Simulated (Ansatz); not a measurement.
Geometry optimisation, RKS PBE0-D4/def2-SVP in Ansatz 0.2.0.

input.yaml

```yaml
crystal:
  periodic: [false, false, false]
  atoms:
    - { symbol: Na, position_ang: [-2.85888, -1.04076, -0.25047] }
    - { symbol: B, position_ang: [-0.49761, -1.00992, 0.12669] }
    - { symbol: Si, position_ang: [0.5909, 0.58642, -0.02519] }
    - { symbol: H, position_ang: [0.11647, -1.98471, 0.42724] }
    - { symbol: H, position_ang: [0.18011, 1.61837, 0.97135] }
    - { symbol: H, position_ang: [2.01857, 0.29784, 0.29635] }
    - { symbol: H, position_ang: [0.70646, 1.38457, -1.26855] }
basis:
  gaussian: { orbitals: def2-SVP }
hamiltonian:
  xc: pbe0
  dispersion: d4
relax:
  f_tol: 0.015
  max_steps: 40
```

Run as:

```bash
$ ansatz run input.yaml --threads 1 --pin off --max-ram 2048MiB --backend cpu --events-out ev --progress --plain --runs-dir out
```

Q: Where does it end, and by what steps?

A: It converged. The force dipped under the threshold on the way, but the program's further checks kept it going. After 16 steps the energy has fallen by 0.214 eV; H6 moved furthest, 0.35 Å.

```csv
step,energy less start (eV),largest force component (eV/Å),accepted
0,0.0000,1.137,yes
1,-0.1755,0.406,yes
2,-0.1979,0.072,yes
3,-0.2069,0.108,yes
4,-0.2108,0.056,yes
5,-0.2112,0.024,yes
6,-0.2109,0.067,no
7,-0.2114,0.009,yes
8,-0.2117,0.027,yes
9,-0.2116,0.132,no
10,-0.2110,0.087,no
11,-0.2122,0.020,yes
12,-0.2130,0.078,yes
13,-0.2133,0.085,yes
14,-0.2138,0.061,yes
15,-0.2140,0.029,yes
16,-0.2140,0.014,yes
```

```xyz
7
Properties=species:S:1:pos:R:3
Na -2.846 -0.938 -0.581
B -0.471 -1.056 0.163
Si 0.693 0.567 -0.015
H 0.016 -2.015 0.736
H 0.265 1.424 1.155
H 2.197 0.477 0.059
H 0.402 1.393 -1.239
```

Whether the end is a true minimum wasn't checked by a vibrational analysis.

Run time: 90 s on 1 thread of Intel(R) Xeon(R) Processor @ 2.50GHz (Skylake/Cascade Lake), with other jobs on the host, peak memory 0.15 GiB.
